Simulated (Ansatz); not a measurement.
## Ge₂H (H-bridged), quartet in cc-pVTZ: errors against UCCSDT(Q)

Geometry: that of the Ge2H (H-bridged), doublet, kept fixed. The doublet lies 1.6 eV lower here.

```csv
atom,x (Å),y (Å),z (Å)
Ge,0.0000,-0.4466,1.1824
Ge,0.0000,-0.4466,-1.1824
H,0.0000,0.8933,0.0000
```

Basis cc-pVTZ; Ansatz 0.2.0. Only valence electrons are correlated (noble-gas cores and the filled d shells of p-block atoms frozen), which leaves 9 electrons in 72 orbitals. R marks a restricted (for open shells ROHF) determinant, U an unrestricted one. Active spaces: valence = (9e, 9o) chosen from the atoms' valence shells. No spin–orbit coupling is included, and no scalar relativity.

Full CI isn't at hand for all of this; UCCSDT(Q) serves as the reference, and is uncertain by about the last step of the cluster series. The frozen core follows each run's orbitals, which can shift R against U totals by a few meV for light atoms and by up to 0.1 eV past Ca.

```
UHF ⟨S²⟩                          : 3.806
T1 diagnostic (RCCSD)             : 0.0256
largest doubles amplitude (RCCSD) : 0.053
T1 diagnostic (UCCSD)             : 0.0245
```

```
   level  E − E(UCCSDT(Q)) (kJ/mol)  share of correlation (%)  wall time
     UHF                      504.8                      4.97          –
    UMP2                      106.9                     79.87          –
   UCCSD                       28.6                     94.62          –
UCCSD(T)                        5.4                     98.98       40 s
  UCCSDT                        1.3                     99.75          –
```

The correlation energy at UCCSDT(Q), counted from RHF, is -5.505 eV. That run took 18 s on 2 threads of AMD EPYC 7R13 with a shared H100 80 GB, shared host.

Run but not shown, since their state or frozen core can't be matched to the reference's or they repeat it: RHF, RMP2, RCCSD, RCCSD(T), BCCD(T), RCCSDT, RCCSDT(Q), CASSCF (valence space), NEVPT2 (valence space), MRCISD (valence space), MRCISD+Q (valence space).

Times hold each run's SCF and search for its determinant on a shared host, so for small cases they say little of a method's own cost; they ran on 1 thread of AMD EPYC 7R13.

Natural occupations of CASSCF (valence space) about the gap: 1.986 1.958 1.941 1.005 1.003 0.996 0.050 0.035 0.026; effectively unpaired electrons, Σ n²(2−n)², 3.04.
